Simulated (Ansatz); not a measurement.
Results of PBEsol (Ansatz, a first-principles code, PAW) for fcc Rh.

Output (set-up and result lines):

```
WARN output.stress: scf.convergence.dr2_threshold = 1e-9 eV is looser than the 1e-10 eV advised for a printed stress (1e-10 eV for each atom of the cell: 1)
Crystal: 1 atoms, lattice volume = 14.313 Å³
Basis set: ecut = 520 eV, 387 PW (Γ), exchange–correlation on 48×48×48 points (8 copies of the dense FFT grid, shifted against one another)
Bands: 13, of which v1, the nominal top of the filled ones, is band 9 counted from 1 (8 counted from 0)
Symmetry: 48 space group operations
Space group: Fm-3m (ITA 225), of the structure as read, at distance tolerance 2.4e-5 Å
k-points: 413 of 13824
Functional: x = pbesol(κ = 0.804, μ = 0.12345679012345678), c = pbesol(β = 0.046)
SCF iter   1: F=—  HF=-6338.717224 eV  |F-HF|=—  |Δ(HF+E_count)|=         —  Δρ=1.01e-2  dr2=1.27e-2
SCF iter   2: F=—  HF=-6338.713927 eV  |F-HF|=—  |Δ(HF+E_count)|=   3.30e-3  Δρ=4.18e-3  dr2=1.60e-3
  ...
SCF iter   5: F=—  HF=-6338.713398 eV  |F-HF|=—  |Δ(HF+E_count)|=   9.72e-7  Δρ=2.13e-5  dr2=1.01e-8
SCF iter   6: F=-6338.713398 eV  HF=-6338.713398 eV  |F-HF|=1.36e-11  |Δ(HF+E_count)|=  1.03e-10  Δρ=3.65e-6  dr2=2.92e-10
SCF 1 converged in 6 iterations: F = -6338.713398 eV  dr2 = 2.92e-10
SCF converged after 6 iterations
Free energy (F): -6338.713398 eV
Internal energy: -6338.702518 eV  (E = F + TS)
E sigma→0 (E₀):  -6338.707958 eV
Fermi energy:    21.103636 eV
--- Stress (GPa, compression-positive) ---
      -14.843016       0.000000       0.000000
        0.000000     -14.843016      -0.000000
       -0.000000      -0.000000     -14.843016
  P = ⅓ Tr σ = -14.8430 GPa (-148.430 kbar)
```

Problem. Write an input file that could have produced this run (the log leaves some choices open).

Solution. Several could match; the one computed here: 
Ansatz 0.2 input:
```yaml
crystal:
  lattice:
    - [0.0, 1.9270801561, 1.9270801561]
    - [1.9270801561, 0.0, 1.9270801561]
    - [1.9270801561, 1.9270801561, 0.0]
  atoms:
    - { symbol: Rh, position: [0.0, 0.0, 0.0] }
basis:
  ecutwfc: 520
  ecutrho_ratio: 4
  xc_grid: 2
kpoints:
  mp_grid: { grid: [24, 24, 24] }
hamiltonian:
  xc: pbesol
  dispersion: none
  pseudopotentials: { kind: paw }
scf:
  occupations: { method: fermi_dirac, width: 0.05 }
  convergence: { dr2_threshold: 0.000000001 }
output:
  forces: false
  stress: true
  eigenvalues: true
```

The cell is one volume of an energy–volume scan, off the minimum.

The PAW data were made under PBE.
